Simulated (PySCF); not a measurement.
Simulated Cl 2p region for `Clc1ncc[n-]1`, binding energy against the vacuum level.

Every computed line was given a Gaussian of 0.6 eV full width at half maximum and an area set by the number of equivalent atoms (split 2:1 within a doublet); the highest printed point is 100. Method: delta-SCF UKS SCAN, pcX-2 on the ionised atom, pcseg-1 elsewhere, spin-free X2C (PySCF).

binding energy (eV), intensity and a bar:
```
    200.5          0 
    200.6          1 
    200.7          4 #
    200.8         10 ###
    200.9         21 ######
    201.0         39 ############
    201.1         63 ###################
    201.2         85 ##########################
    201.3        100 ##############################
    201.4        100 ##############################
    201.5         86 ##########################
    201.6         63 ###################
    201.7         40 ############
    201.8         22 ######
    201.9         10 ###
    202.0          4 #
    202.1          1 
    202.2          1 
    202.3          1 
    202.4          3 #
    202.5          7 ##
    202.6         14 ####
    202.7         25 #######
    202.8         37 ###########
    202.9         47 ##############
    203.0         51 ###############
    203.1         48 ##############
    203.2         38 ###########
    203.3         26 ########
    203.4         15 #####
    203.5          8 ##
    203.6          3 #
    203.7          1 
    203.8          0 
    203.9          0
```

Q: How many maxima does the curve show, and how many computed lines lie under it?

A: The curve has 2 maxima (at 201.3 and 203.0 eV). Under it lie 2 lines from 1 inequivalent chlorine site, drawn as a 2p3/2, 2p1/2 pair.

Q: Decompose the envelope and assign each component. Numbering: `[Cl:1][c:2]1[n:3][cH:4][cH:5][n-:6]1`.

A: 
```csv
position (eV),relative area,line,atoms,environment
201.35,0.67,Cl 2p3/2,Cl1,aryl chlorine
203.01,0.33,Cl 2p1/2,Cl1,aryl chlorine
```

Q: What are the centre and the root-mean-square width of the whole band?

A: The area-weighted mean of the lines is 201.90 eV. Their own spread about it is 0.78 eV (rms) and each Gaussian has σ = 0.6/2.355 = 0.25 eV; the variances add, which gives 0.82 eV.

The curve has no shake-up lines and no vibrational structure. The 2p values aren't plain energy differences: one relaxed spin-free 2p hole is combined with a matrix within the shell (ground-state 2p orbital-energy differences and spin–orbit coupling). 2p3/2, the mean of its two sublevels, lies a third of the splitting below the shell's mean and 2p1/2 two thirds above it; the statistical areas are 2:1. 2p1/2 minus 2p3/2 (ligand field included): Cl 1.65 eV. The species carries charge -1, so core ionisation leaves a neutral species. The basis sets have no added diffuse functions. Isolated species at its GFN2-xTB geometry, gas phase.

The run took 29 s of wall time on one thread of an Arm Neoverse V1, on a shared host, and the process peaked at 0.42 GiB of memory.
